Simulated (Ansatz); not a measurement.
# What a trial cell of CsAs₃Os₂ relaxes into

The calculation used Ansatz, DFT PBE, scalar-relativistic, plane waves, PAW. Cutoff 420 eV, Γ-centred k mesh, Gaussian smearing, no spin polarisation in the final step.

This is the end of a relaxation of cell and atoms.

```xyz
12
Lattice="3.8335 0.0000 0.0000 -1.9167 3.3199 0.0000 0.0000 0.0000 21.2413" Properties=species:S:1:pos:R:3 pbc="T T T"
Cs    0.0000    0.0000    5.3103
Cs    0.0000    0.0000   15.9310
As    0.0000    0.0000   10.6207
As    0.0000    0.0000    0.0000
As    0.0000    2.2133    8.0534
As    1.9167    1.1066   18.6740
As    1.9167    1.1066   13.1879
As    0.0000    2.2133    2.5673
Os    0.0000    2.2133   19.6809
Os    1.9167    1.1066    9.0603
Os    1.9167    1.1066    1.5604
Os    0.0000    2.2133   12.1810
```

Formation energies are uncorrected and refer to the elements' standard structures at the same level.

(1) What space group does it have?

(2) How far does it lie from the elements in energy?

(3) Is it a metal?

Answers

(1) P6_3/mmc (No. 194). Conventional cell: a = 3.833 Å, c = 21.241 Å. Around Cs lie 6 As at 3.52 Å and 6 Cs at 3.83 Å (next Os at 4.35 Å); As on Wyckoff site a (2 atoms of the primitive cell) is coordinated by 6 Os at 2.71 Å; As on Wyckoff site f (4 atoms of the primitive cell) has 3 Os at 2.43 Å; Os has 3 As at 2.43 Å and 3 As at 2.71 Å.

(2) 0.26 eV/atom.

(3) Yes, bands cross the Fermi level on the 12×12×2 mesh.

The final run used a 12×12×2 mesh on its 12-atom cell and 0.10 eV smearing. For metals, differences of a few meV/atom aren't resolved. Spin–orbit coupling is left out. The cell came from a trial start, so CsAs₃Os₂ may not exist in this structure.

Cost: 3 runs of about 7.9 core-minutes in all, on Arm Neoverse V2 (shared hosts).